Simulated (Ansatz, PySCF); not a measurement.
Bond stretch in SMILES C (CH₄). The C1–H5 bond (C1 also carries H, H, H; H5 carries nothing else) is pulled apart rigidly from the PBE0/def2-TZVP optimised geometry.

Computed with: UKS-B3LYP/6-31G* = unrestricted B3LYP/6-31G*, spherical d run with PySCF; RHF/6-31G (PySCF); UHF/STO-3G = unrestricted Hartree-Fock/STO-3G in PySCF 2.14.0; UKS-PBE = unrestricted PBE/6-31G run with Ansatz (an electronic-structure program); RHF/STO-3G = restricted Hartree-Fock/STO-3G in PySCF 2.14.0.

Energies are in kJ/mol, each relative to the lowest point of its own curve near equilibrium.

```tsv
R / Å	UKS-B3LYP/6-31G*	RHF	UHF/STO-3G	UKS-PBE	RHF/STO-3G
0.88	116.1	110.3	135.5	121.9	135.5
0.92	70.1	64.9	81.0	74.6	81.0
0.97	31.9	___	35.5	34.9	35.5
1.04	5.2	3.3	4.5	6.3	4.5
1.09	0.0	0.0	0.0	0.0	0.0
1.13	2.0	3.6	4.6	1.1	4.6
1.15	4.7	___	9.1	3.4	9.1
1.21	17.9	22.9	30.3	15.4	30.3
1.27	36.9	44.8	60.4	33.4	60.4
1.36	72.5	84.6	117.4	67.4	117.4
1.46	117.2	134.3	191.4	110.6	191.4
1.63	196.4	222.9	323.2	187.4	328.8
1.78	263.7	299.4	___	252.7	451.6
1.96	337.6	385.8	446.7	324.0	592.0
2.16	409.4	473.0	473.9	392.7	732.0
2.38	475.8	557.7	488.0	444.1	862.9
2.64	538.9	643.5	495.1	473.6	986.2
2.93	593.2	723.4	498.2	488.1	1088.7
3.26	___	___	499.4	494.9	1169.8
3.78	___	883.8	499.9	498.5	1245.6
```

Problem. What belongs in the gaps?

Solution. 
- 0.97, RHF: 27.8
- 1.15, RHF: 7.1
- 1.78, UHF/STO-3G: 397.8
- 3.26, UKS-B3LYP/6-31G*: 639.0
- 3.26, RHF: 797.4
- 3.78, UKS-B3LYP/6-31G*: 686.6

The restricted form behind RHF, RHF/STO-3G keeps the bonding electrons paired and can't separate into open-shell fragments. The unrestricted determinant behind UHF/STO-3G is spin-contaminated at 1.63 to 3.78 Å (<S²> up to 1.0, against 0.00 for a pure singlet). The unrestricted determinant behind UKS-PBE is spin-contaminated at 2.38 to 3.78 Å (<S²> up to 1.0, against 0.00 for a pure singlet).
